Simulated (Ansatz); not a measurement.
# Al2H+ (triplet): wave-function methods side by side, def2-QZVPP

An exercise on one series of results from a longer session: the logs are not shown, and one member is left open.

Method: def2-QZVPP, core rule «outside noble gas», up to 10 orbitals frozen; program: Ansatz 0.2.0, Gaussian basis.

To be run: UHF; ROHF; CCSD(T) on UHF.

### What is computed

The geometry is a PBE0/def2-TZVP stationary point (not a proven minimum) of the parent state, kept for this charge and spin.

3 atoms, charge 1, spin multiplicity 3.

Atoms are counted from 1 here; the program's logs count them from 0.

Bond lengths: Al1–Al2 2.360 Å, Al1–H3 1.583 Å. Angles: Al2–Al1–H3 180.0°.

Set-up of the first run:

in.yaml reads:

```yaml
crystal:
  periodic: [false, false, false]
  atoms:
    - {symbol: Al, position_ang: [0.000000, 0.000000, 0.259056]}
    - {symbol: Al, position_ang: [0.000000, 0.000000, -2.101360]}
    - {symbol: H, position_ang: [0.000000, 0.000000, 1.842303]}
basis:
  gaussian: {orbitals: "def2-QZVPP.json"}
total_charge: 1
magnetization: {spin_polarized: true, initial_magnetization: 2}
hamiltonian: {xc: hf}
output: {orbitals: {seedname: orbitals}}
```

Started as:

```console
> ansatz run in.yaml --threads 1 --pin off --events-out ev --progress --plain --max-ram 2393MiB
```

Among the steps run: UHF; ROHF; CCSD(T) on UHF.

One of the session's tables, all rows but one given; the rest of the session is left out.

It belongs to the step «Misses and costs». 

| method | from UCCSD(T) (kJ/mol) |
| --- | --- |
| ROHF | +313.1 |
| UHF | +303.2 |
| UMP2 | ? |
| UCCSD | +11.1 |
| UCCSD(T) | 0 |

Estimate the missing values for UMP2.

As computed: from UCCSD(T) (kJ/mol): +71.4. In the column «from UCCSD(T) (kJ/mol)» it lies between UCCSD (+11.1) and UHF (+303.2).
